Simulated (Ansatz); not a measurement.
A-type hexagonal La₂O₃, treated with r²SCAN in Ansatz (PAW).

Run with plane-wave cutoff 600 eV, 6×6×4 k mesh (along the axes of the cell as run), finite displacements, scalar-relativistic PAW data made under PBE.

Cell (relaxed at this level):

La2O3 is taken in the trigonal space group P-3m1 (No. 164), Pearson symbol hP5. Conventional cell: a = 3.9352 Å, b = 3.9352 Å, c = 6.1256 Å, α = 90.00°, β = 90.00°, γ = 120.00°. La on 2d is surrounded by 4 O at 2.366–2.450 Å and 3 O at 2.727 Å. O1 on 1a is surrounded by 6 La at 2.727 Å (octahedral). O2 on 2d is surrounded by 4 La at 2.366–2.450 Å (tetrahedral). (Neighbours: up to the widest gap in distance over summed covalent radii, below 1.35, at either atom; cation-cation and far metal-metal contacts left out.)

Problem. Predict the high-frequency dielectric constant (mean over three axes) and dielectric constant ε0 (ions relaxed) (mean over three axes).

Solution. 
- high-frequency dielectric constant (mean over three axes) = 4.45
- dielectric constant ε0 (ions relaxed) (mean over three axes) = 26.1

Spin–orbit coupling is not included.

It cost roughly 8 core-minutes of CPU time.

Ansatz is an electronic-structure program.
